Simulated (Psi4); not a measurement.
**C2H4P− (SMILES C=C[PH-]), step by step**

Aim: a geometry optimisation (B97-3c/def2-mTZVP), then the harmonic vibrations, then a single-point energy (MP2/cc-pVTZ) of C2H4P−. 

The calculation is run with Psi4 1.11.

## Step 1: Starting point

C2H4P− has 7 atoms, charge -1, and is taken as a singlet. As SMILES, `C=C[PH-]`. The coordinates come from a GFN2-xTB relaxation. This is one conformer, not always the lowest. The run starts from this shape.

Bond lengths: C1–C2 1.342 Å, C2–P3 1.758 Å, C1–H4 1.080 Å, C1–H5 1.084 Å, C2–H6 1.090 Å, P3–H7 1.374 Å. Angles: C1–C2–P3 129.7°, C1–C2–H6 118.5°, P3–C2–H6 111.8°, C2–C1–H4 121.9°, C2–C1–H5 121.5°, C2–P3–H7 95.3°, H4–C1–H5 116.6°.

## Step 2: A geometry optimisation at B97-3c/def2-mTZVP (density fitting) (run 1)

Contents of calc.inp:

```
memory 1600 MB

molecule {
  -1 1
  C      0.004510     0.374330    -0.866450
  C     -0.178170     0.368090     0.462820
  P      0.064920    -0.929080     1.623580
  H      0.353200    -0.497900    -1.398870
  H     -0.191740     1.259240    -1.460420
  H     -0.528720     1.281210     0.943700
  H      0.476000    -1.855900     0.695650
}

set globals {
  reference    rks
  geom_maxiter 60
}

optimize('b97-3c')
```

On the command line:

```bash
$ psi4 -i calc.inp -o calc.out -n 1
```

calc.out:

```text
[...]
  Running in c1 symmetry.
[...]
  Nuclear repulsion =   89.013430759636606
[...]
  Multiplicity = 1
[...]
  Nalpha       = 16
  Nbeta        = 16
[...]
    Number of basis functions: 72
[...]
   @DF-RKS iter   1:  -418.94099321573333    3.85695e-01   1.76298e-02 DIIS/ADIIS
[...]
   @DF-RKS iter   7:  -419.84319453371739   -7.73070e-12   6.88935e-09 DIIS
[...]
    Orbital Energies [Eh]
    ---------------------
    Doubly Occupied:
       1A    -76.028057     2A     -9.702538     3A     -9.677487
       4A     -6.089364     5A     -4.314358     6A     -4.309980
       7A     -4.307128     8A     -0.489598     9A     -0.355374
      10A     -0.276995    11A     -0.201227    12A     -0.162936
      13A     -0.089902    14A     -0.052895    15A     -0.023931
      16A      0.064169
[...]
  @DF-RKS Final Energy:  -419.84319453371739
   => Energetics <=
    Nuclear Repulsion Energy =             87.2149069510864479
    One-Electron Energy =                -757.1093613573589209
    Two-Electron Energy =                 285.6828879737907982
    DFT Exchange-Correlation Energy =     -35.6038472821362220
    Empirical Dispersion Energy =          -0.0277808190995706
    VV10 Nonlocal Energy =                  0.0000000000000000
    Total Energy =                       -419.8431945337173943
[...]
 Multipole Moments:
 ------------------------------------------------------------------------------------
     Multipole            Electronic (a.u.)      Nuclear  (a.u.)        Total (a.u.)
 ------------------------------------------------------------------------------------
 L = 1.  Multiply by 2.5417464519 to convert [e a0] to [Debye]
 Dipole X            :         -0.1371822            0.0755053           -0.0616769
 Dipole Y            :         -1.5489306            1.9476922            0.3987616
 Dipole Z            :          4.4486163           -4.8960845           -0.4474682
 Magnitude           :                                                    0.6025302
[...]
  -Total Gradient:
     Atom            X                  Y                   Z
    ------   -----------------  -----------------  -----------------
       1       -0.000002619994    -0.000015204553     0.000060712864
       2       -0.000008760430     0.000068297659    -0.000094523352
       3        0.000006005563    -0.000023818234     0.000016487097
       4        0.000000123950     0.000003092738    -0.000013088829
       5       -0.000000509665     0.000000380727     0.000005279844
       6       -0.000007125075     0.000031458531    -0.000023416892
       7        0.000006191566    -0.000007669059    -0.000029665723
[...]
```

On the terminal:

```text
Optimizer: Optimization complete!
```

It took 23 s on 1 thread of Intel Xeon 6975P-C (Granite Rapids), shared host; peak memory 0.54 GiB.

Steps, from the record of the run:

| step | energy from the first frame kept (eV) | largest force (eV/Å) |
| --- | --- | --- |
| 0 | 0.0000 | 1.6836 |
| 1 | -0.0880 | 0.2790 |
| 2 | -0.0907 | 0.0642 |
| 3 | -0.0910 | 0.0222 |
| 4 | -0.0910 | 0.0060 |

After the run. Bond lengths: C1–C2 1.360 Å, C2–P3 1.786 Å, C1–H4 1.085 Å, C1–H5 1.086 Å, C2–H6 1.094 Å, P3–H7 1.443 Å. Angles: C1–C2–P3 134.4°, C1–C2–H6 114.9°, P3–C2–H6 110.7°, C2–C1–H4 121.7°, C2–C1–H5 121.9°, C2–P3–H7 96.6°, H4–C1–H5 116.5°.

## Step 3: Vibrational wavenumbers at B97-3c/def2-mTZVP (density fitting) (run 2)

Contents of calc.py:

```python
import psi4

psi4.set_memory('1600 MB')
psi4.set_num_threads(1)
psi4.core.set_output_file('output.dat', False)

geom = psi4.geometry("""
-1 1
C      0.00886282     0.75704129    -1.73958360
C     -0.31138529     0.64776410     0.80834547
P      0.11082488    -1.75474677     3.14015601
H      0.66152131    -0.86368988    -2.81308788
H     -0.37425081     2.46810326    -2.80723918
H     -0.97693549     2.40123152     1.67763460
H      0.95416240    -3.70425627     1.42964395
units au
""")

psi4.set_options({
    't': 298.15,
    'rotational_symmetry_number': 1,
})

result, w = psi4.frequency('b97-3c', return_wfn=True)
print(f'total energy {result:.8f} hartree = {result * 27.211386:.5f} eV')
print('wavenumbers / cm^-1:', w.frequencies().np.round(1))
```

On the command line:

```bash
$ python calc.py
```

output.dat:

```text
[...]
  Running in c1 symmetry.
[...]
  Nuclear repulsion =   87.214909440524565
[...]
  Multiplicity = 1
[...]
  Nalpha       = 16
  Nbeta        = 16
[...]
    Number of basis functions: 72
[...]
   @DF-RKS iter   1:  -418.94742617359043    3.13537e-01   1.75279e-02 DIIS/ADIIS
[...]
   @DF-RKS iter  13:  -419.84319335060115   -2.44427e-12   3.54653e-09 DIIS
[...]
  @DF-RKS Final Energy:  -419.84319335060115
   => Energetics <=
    Nuclear Repulsion Energy =             87.2084154930549005
    One-Electron Energy =                -757.0961761408095754
    Two-Electron Energy =                 285.6755986384605421
    DFT Exchange-Correlation Energy =     -35.6032653823711485
    Empirical Dispersion Energy =          -0.0277659589358298
    VV10 Nonlocal Energy =                  0.0000000000000000
    Total Energy =                       -419.8431933506011546
[...]
  -Total Gradient:
     Atom            X                  Y                   Z
    ------   -----------------  -----------------  -----------------
       1        0.000040382384    -0.000119294089     0.000003130659
       2        0.000118781937    -0.000246255004    -0.000430690821
       3       -0.000138980311     0.000295632647     0.000367875944
       4        0.000006921499     0.000006783574    -0.000036615229
       5       -0.000003352129     0.000001057875     0.000006558012
       6       -0.000144753518     0.000341785608     0.000341158817
       7        0.000114028161    -0.000222513119    -0.000329272553
[...]
  ==> Harmonic Vibrational Analysis <==
[...]
  Freq [cm^-1]                 351.5113            409.4579            527.4200
[...]
  IR activ [km/mol]             2.7630              1.2109             71.4852
[...]
  Freq [cm^-1]                 629.4486            666.4899            846.1727
[...]
  IR activ [km/mol]            27.0729             11.9198             23.1160
[...]
  Freq [cm^-1]                 941.9964           1050.4039           1277.9768
[...]
  IR activ [km/mol]            15.3493             46.4706             38.6283
[...]
  Freq [cm^-1]                1391.3943           1530.8211           2175.5302
[...]
  IR activ [km/mol]            80.5606             142.1565            271.8185
[...]
  Freq [cm^-1]                2975.4660           3034.3746           3103.6988
[...]
  IR activ [km/mol]            75.3153             63.9171             93.9679
[...]
  Total E_0, Enthalpy at 0 [K]                                                         -419.79555312 [Eh]
[...]
  Total H, Enthalpy at  298.15 [K]                                                     -419.79047361 [Eh]
[...]
```

On the terminal:

```text
Warning: used thermodynamics relations inappropriate for low-frequency modes: ['351.5113' '409.4579' '527.4200']
total energy -419.84319453 hartree = -11424.51523 eV
wavenumbers / cm^-1: [ 351.5  409.5  527.4  629.4  666.5  846.2  942.  1050.4 1278.  1391.4
 1530.8 2175.5 2975.5 3034.4 3103.7]
```

It took 2.5 min on 1 thread of Intel Xeon 6975P-C (Granite Rapids), shared host; peak memory 0.53 GiB.

## Step 4: The energy at MP2/cc-pVTZ (density fitting, density fitting for correlation) (run 3)

Contents of job.inp:

```
memory 1600 MB

molecule {
  -1 1
  C
  C 1 1.360144
  P 2 1.785741 1 134.39992
  H 1 1.085154 2 121.66774 3 0.00213
  H 1 1.086348 4 116.4801 2 -179.99874
  H 2 1.093909 1 114.892 4 -179.99856
  H 3 1.443176 2 96.55872 6 179.99907
}

set globals {
  basis cc-pVTZ
  freeze_core true
}

result, w = energy('mp2', return_wfn=True)
```

On the command line:

```bash
$ psi4 -i job.inp -o job.out -n 1
```

job.out:

```text
[...]
  Running in c1 symmetry.
[...]
  Nuclear repulsion =   87.214906478536065
[...]
  Multiplicity = 1
[...]
  Nalpha       = 16
  Nbeta        = 16
[...]
    Number of basis functions: 150
[...]
   @DF-RHF iter   1:  -418.62842946153154   -6.69500e-01   3.26131e-03 DIIS/ADIIS
[...]
   @DF-RHF iter  13:  -418.79161084409799   -6.36646e-12   3.09022e-09 DIIS
[...]
    Orbital Energies [Eh]
    ---------------------
    Doubly Occupied:
       1A    -79.669858     2A    -11.051464     3A    -11.015922
       4A     -7.214448     5A     -5.108561     6A     -5.107413
       7A     -5.107092     8A     -0.830774     9A     -0.631515
      10A     -0.514200    11A     -0.414615    12A     -0.360322
      13A     -0.256913    14A     -0.203759    15A     -0.164634
      16A     -0.036720
[...]
  @DF-RHF Final Energy:  -418.79161084409799
   => Energetics <=
    Nuclear Repulsion Energy =             87.2149064785360650
    One-Electron Energy =                -756.6366129620454331
    Two-Electron Energy =                 250.6300956394114223
    Total Energy =                       -418.7916108440979883
[...]
 Multipole Moments:
 ------------------------------------------------------------------------------------
     Multipole            Electronic (a.u.)      Nuclear  (a.u.)        Total (a.u.)
 ------------------------------------------------------------------------------------
 L = 1.  Multiply by 2.5417464519 to convert [e a0] to [Debye]
 Dipole X            :          0.0000412           -0.0000440           -0.0000028
 Dipole Y            :         -1.2489745            1.8196299            0.5706553
 Dipole Z            :          4.3481125           -4.9456847           -0.5975722
 Magnitude           :                                                    0.8262808
[...]
```

Wall time 2.7 s (1 thread of Intel Xeon 6975P-C (Granite Rapids), shared host); peak memory 0.35 GiB.

## Step 5: Results

```
                                                                           quantity             value
                                  run 1, B97-3c/def2-mTZVP: total energy at the end     -419.84319 Eh
                                              run 1, B97-3c/def2-mTZVP: HOMO energy           1.75 eV
                                              run 1, B97-3c/def2-mTZVP: LUMO energy           4.91 eV
    run 1, B97-3c/def2-mTZVP: HOMO–LUMO gap (to an unbound level, set by the basis)           3.16 eV
                               run 2, B97-3c/def2-mTZVP: lowest harmonic wavenumber          352 cm⁻¹
                              run 2, B97-3c/def2-mTZVP: highest harmonic wavenumber         3104 cm⁻¹
                                        run 2, B97-3c/def2-mTZVP: zero-point energy      125.1 kJ/mol
run 2, B97-3c/def2-mTZVP: ideal-gas entropy at 298.15 K (symmetry number 1 as used)  64.9 cal/(mol K)
                                                   run 3, MP2/cc-pVTZ: total energy     -419.28815 Eh
                            run 3, MP2/cc-pVTZ: HOMO energy (Hartree–Fock orbitals)          -1.00 eV
                            run 3, MP2/cc-pVTZ: LUMO energy (Hartree–Fock orbitals)           8.50 eV
          run 3, MP2/cc-pVTZ: HOMO–LUMO gap (to an unbound level, set by the basis)           9.50 eV
                    run 3, MP2/cc-pVTZ: correlation energy (7 core orbitals frozen)        -496.5 mEh
```

In words: The optimisation (run 1, B97-3c/def2-mTZVP) took 5 steps and changed the energy by -0.091 eV. The HOMO (run 1, B97-3c/def2-mTZVP) lies at positive energy, 1.75 eV, as semi-local functionals often give for anions; only total energies tell whether the electron is bound. All 15 modes (run 2, B97-3c/def2-mTZVP) are real, so the shape is a minimum at this level.
